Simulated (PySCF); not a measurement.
# C4H6O: the cost of one run

Computed with PySCF 2.14.0 and routines of our own; the level stands in each step. Atoms count from 0.

## 1. The starting structure

11 atoms, charge -1, multiplicity 2; geometry from: GFN2-xTB.

## 2. Open-shell or spin-flip excitations: unrestricted TDDFT wB97X-D/def2-SVPD in water

What the job is given:

```
{"job": {"kind": "uabs", "xc": "wB97X-D", "basis": "def2-SVPD", "nstates": 10, "tda": false, "solvent": "water", "pol": false}, "charge": -1, "multiplicity": 2}
O      2.332644    -1.495170     0.189560
C      1.390771    -0.758523    -0.321763
C      0.245510    -0.278507     0.422051
C     -0.397948     1.101434     0.194874
C     -1.163126    -0.143093    -0.182880
H      1.435919    -0.465725    -1.391426
H      0.254554    -0.598369     1.461126
H     -0.018650     1.713779    -0.612919
H     -0.755448     1.675568     1.042756
H     -1.285665    -0.348190    -1.238526
H     -2.033135    -0.400533     0.411183
```

With the program's defaults for keys left out, this is: unrestricted TDDFT wB97X-D/def2-SVPD, vertical, IEF-PCM water (non-equilibrium linear response), core orbitals frozen in the response.

The run is started by

```
$ OMP_NUM_THREADS=1 python excited_run.py task.json out
```

The driver reads the jobs from task.json and runs them one after another.

Q: Estimate the wall time and peak memory of this first job on 1 thread of Arm Neoverse V1, shared host.

About 30 s, with a peak of 0.61 GiB.
